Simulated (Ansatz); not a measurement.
**CH₆AlB (SMILES C[BH][AlH2]): one structure at several levels**

The task here is to estimate one member of a computed series from the others.

Computed with Ansatz 0.2.0, Gaussian basis. Level: single points in def2-TZVPP.

Correlated methods freeze the cores.

## The starting structure

SMILES `C[BH][AlH2]`, 9 atoms, charge 0, spin multiplicity 1.

Atoms are counted from 1 here; the program's logs count them from 0.

Bond lengths: C1–B2 1.567 Å, C1–H4 1.100 Å, C1–H5 1.092 Å, C1–H6 1.074 Å, B2–Al3 2.108 Å, B2–H7 1.166 Å, Al3–H8 1.578 Å, Al3–H9 1.553 Å. Angles: B2–C1–H4 110.1°, B2–C1–H5 115.9°, B2–C1–H6 111.7°, H4–C1–H5 108.8°, H4–C1–H6 102.9°, H5–C1–H6 106.4°, C1–B2–Al3 107.8°, C1–B2–H7 118.7°, Al3–B2–H7 133.5°, B2–Al3–H8 116.4°, B2–Al3–H9 132.8°, H8–Al3–H9 110.8°.

Geometry (Å):

```mol
CH6AlB
  3D, bonds by distance, orders not assigned

  9  8  0  0  0  0  0  0  0  0999 V2000
   -0.7353    0.7000   -0.7940 C   0  0
    0.7399    0.4574   -0.3257 B   0  0
    0.7085   -1.0560    1.1415 Al  0  0
   -1.1663   -0.2329   -1.1870 H   0  0
   -0.8777    1.4921   -1.5324 H   0  0
   -1.3812    0.9343    0.0311 H   0  0
    1.5946    1.0715   -0.8268 H   0  0
   -0.7105   -1.6223    1.5348 H   0  0
    1.8234   -1.7258    1.9908 H   0  0
  1  2  8  0
  1  4  8  0
  1  5  8  0
  1  6  8  0
  2  3  8  0
  2  7  8  0
  3  8  8  0
  3  9  8  0
M  END
```

The first run:

run/in.yaml

```yaml
crystal:
  periodic: [false, false, false]
  atoms:
    - {symbol: C, position_ang: [-0.735300, 0.700000, -0.794000]}
    - {symbol: B, position_ang: [0.739900, 0.457400, -0.325700]}
    - {symbol: Al, position_ang: [0.708500, -1.056000, 1.141500]}
    - {symbol: H, position_ang: [-1.166300, -0.232900, -1.187000]}
    - {symbol: H, position_ang: [-0.877700, 1.492100, -1.532400]}
    - {symbol: H, position_ang: [-1.381200, 0.934300, 0.031100]}
    - {symbol: H, position_ang: [1.594600, 1.071500, -0.826800]}
    - {symbol: H, position_ang: [-0.710500, -1.622300, 1.534800]}
    - {symbol: H, position_ang: [1.823400, -1.725800, 1.990800]}
basis:
  gaussian: {orbitals: def2-TZVPP}
correlation: {method: ccsd_t}
output: {forces: true}
```

No record of the launch command was kept for these runs.

Steps of the session up to this table: CCSD(T)/def2-TZVPP; PBE0-D4/def2-TZVPP; wB97M-V/def2-TZVPP; r2SCAN-D4/def2-TZVPP; PBE-D4/def2-TZVPP; r2SCAN0-D4/def2-TZVPP; revPBE-D4/def2-TZVPP.

One of the session's tables, all rows but one given; the rest of the session is left out.

```
    method  RMS force component (eV/Å)  angle to CCSD(T) forces (°)  dipole (D)
   CCSD(T)                       0.368                    reference        1.24
   PBE0-D4                       0.397                         15.7        1.36
   wB97M-V                       0.354                         12.2        1.31
 r2SCAN-D4                       0.392                         15.5        1.40
    PBE-D4                       0.451                         22.2        1.42
r2SCAN0-D4                           ?                            ?           ?
 revPBE-D4                       0.445                         19.5        1.42
```

**Question.** Estimate the row for r2SCAN0-D4.

The run gave: RMS force component (eV/Å): 0.368; angle to CCSD(T) forces (°): 15.6; dipole (D): 1.35.
